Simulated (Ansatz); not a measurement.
# PHS (singlet): wave-function methods side by side at distance P1–S2 = 2.413 Å, cc-pVDZ

The task here is to estimate one member of a computed series from the others.

Method: cc-pVDZ, core rule «outside noble gas», up to 10 orbitals frozen; program: Ansatz 0.2.0, Gaussian basis.

To be run: UHF; CCSD(T) on RHF; CCSD(T) on UHF; BCCD(T) on RHF; CISD; CCSDT(Q) on RHF; CCSDT(Q) on UHF; CASSCF and MRCISD+Q, 2 electrons in 2 orbitals; CASSCF and NEVPT2, 2 electrons in 2 orbitals; CASSCF and MRCISD+Q, 12 electrons in 9 orbitals; CASSCF and NEVPT2, 12 electrons in 9 orbitals.

30 further runs of the same task are left out: 2 for a mislabelled method, 2 for a known fault of the program, 22 that didn't finish, 4 set aside as unsound or not needed.

## The system

The geometry derives from a PBE0/def2-TZVP stationary point (not a proven minimum). One bond is set to the value named and the two fragments are kept rigid.

3 atoms, charge 0, spin multiplicity 1.

Atoms are counted from 1 here; the program's logs count them from 0.

Bond lengths: S2–H3 1.372 Å.

The first run:

Contents of in.yaml:

```yaml
crystal:
  periodic: [false, false, false]
  atoms:
    - {symbol: P, position_ang: [0.000000, 0.051054, 1.251455]}
    - {symbol: S, position_ang: [0.000000, -0.087070, -1.157588]}
    - {symbol: H, position_ang: [0.000000, 1.201018, -1.631243]}
basis:
  gaussian: {orbitals: cc-pVDZ}
magnetization: {spin_polarized: true, initial_magnetization: 0}
hamiltonian: {xc: hf}
output: {orbitals: {seedname: orbitals}}
```

Run with:

```bash
ansatz run in.yaml --threads 1 --pin off --events-out ev --progress --plain --max-ram 2393MiB
```

Steps of the session up to this table: UHF; CCSD(T) on RHF; CCSD(T) on UHF; BCCD(T) on RHF; CISD; CCSDT(Q) on RHF; CCSDT(Q) on UHF; CASSCF and MRCISD+Q, 2 electrons in 2 orbitals; CASSCF and NEVPT2, 2 electrons in 2 orbitals; CASSCF and MRCISD+Q, 12 electrons in 9 orbitals; CASSCF and NEVPT2, 12 electrons in 9 orbitals.

One table of the session follows, with a row left open; its other results are not shown here.

It belongs to the step «Misses and costs». 

| method | from RCCSDT(Q) (meV) |
| --- | --- |
| RHF | +7778.1 |
| UHF | +6579.1 |
| RMP2 | +1521.0 |
| UMP2 | +942.8 |
| CISD | +1216.4 |
| RCCSD | +453.0 |
| UCCSD | -174.1 |
| RCCSD(T) | ? |
| UCCSD(T) | -482.8 |
| BCCD(T) | +120.8 |
| RCCSDT | +53.0 |
| UCCSDT | -776.7 |
| RCCSDT(Q) | 0 |
| UCCSDT(Q) | -872.3 |
| CASSCF valence | +5819.1 |
| NEVPT2 valence | +1341.5 |
| MRCISD valence | +578.1 |
| MRCISD+Q valence | +64.3 |

**Question.** Estimate the row for RCCSD(T).

**Answer.** from RCCSDT(Q) (meV): +120.9. In the column «from RCCSDT(Q) (meV)» it lies between BCCD(T) (+120.8) and RCCSD (+453.0).

Left out of the table: CASSCF pair, NEVPT2 pair, MRCISD pair, MRCISD+Q pair (the active space lost an orbital or holds another state than full CI finds).

Limits of these values: The determinant is far from a pure spin state, so its energy mixes those of several spin states (harmless only where they are near-degenerate, as at dissociation). The program flags UCCSD(T), UCCSDT(Q) as in doubt, so those rows may rest on another solution; read them beside their warnings. Warnings: restricted reference is unstable; spin contamination; large T1 diagnostic. Restricted and unrestricted rows rest on different reference determinants; where their highest levels disagree by more than a few hundredths of an eV, they describe different states and don't form one ladder. Warnings in the runs' records: passed over end.
